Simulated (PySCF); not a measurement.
These are PySCF 2.14.0 with B3LYP-D3(BJ)/def2-TZVP values and carry that method's errors. Gas-phase values, no solvent. One relaxed conformer stands for a flexible species; it need not be the lowest. B3LYP has the VWN-RPA correlation part, as in Gaussian. Excitations are Tamm–Dancoff values on a coarser integration grid. The basis has no diffuse functions, so Rydberg states are missing or too high.

Reference species (SMILES): `C=O` (neutral, multiplicity 1).

```json
{
 "S1 excitation (TDA)": "4.04 eV",
 "LUMO": "-1.59 eV",
 "T1 excitation (TDA)": "3.36 eV"
}
```

After one change: the S1 excitation (TDA) falls by 1.35 eV; the LUMO drops by 1.42 eV; the T1 excitation (TDA) drops by 1.25 eV.

Problem. Name the change that produced these shifts. The new species is one of these.
(A) `O=CO` (O–C–O–H torsion 0°)
(B) `O=C[SeH]` (O–C–Se–H torsion 180°)
(C) `CC(=O)C=O` (O–C–C–O torsion 180°)
(D) `C[S@](=O)C=O` (O–S–C–O torsion 170°)

Solution. C, `CC(=O)C=O` (O–C–C–O torsion 180°)
